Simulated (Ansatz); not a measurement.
The first iterations of a band of AlClH$_{3}$N (6 atoms, charge 0, multiplicity 1).

Computed with RKS B3LYP/def2-SVP (Ansatz 0.2.0).

```yaml
movable_images: 7
climbing_image: yes
spring: 5.0 eV/Å²
optimiser: quadratic models (default)
start_path: through a guess of the saddle point
force_threshold: 0.05 eV/Å
iteration_limit: 60
end_points: relaxed
```

First end point:

```xyz
6
Properties=species:S:1:pos:R:3
Al 0.137 -0.058 0.277
H 0.027 -0.514 1.775
Cl 2.005 0.498 -0.545
N -1.281 0.010 -0.773
H -2.227 -0.233 -0.491
H -1.270 0.296 -1.748
```

Last end point:

```xyz
6
Properties=species:S:1:pos:R:3
Al -1.294 -0.436 0.796
H 2.040 -0.070 1.395
Cl 2.103 0.305 0.161
N -1.721 -0.023 -0.910
H -2.659 -0.067 -1.311
H -1.077 0.292 -1.636
```

| iteration | highest image above the first end (eV) | largest band force component (eV/Å) |
| --- | --- | --- |
| 1 | 3.848 | 5.209 |
| 2 | 3.332 | 1.352 |
| 3 | 3.160 | 1.516 |
| 4 | 3.523 | 4.907 |
| 5 | 2.983 | 0.939 |
| 6 | 3.098 | 1.522 |
| 7 | 3.070 | 0.424 |

Q: Does the band converge within its limit, and where does its top end?

A: The run converged. It ended after 23 iterations with the highest image 3.052 eV above the first end. Neighbouring images differ by up to 1.4 eV, so the band resolves the path poorly. A vibrational analysis at the climbing image gives one clearly imaginary mode, 875i cm⁻¹: a first-order saddle point. The orbitals stay closed-shell, which can raise the energy where a bond breaks towards radicals; this wasn't checked here.

Time of the run: 7.9 min on 1 thread of Arm Neoverse N1, on a shared host, peak memory 0.12 GiB.
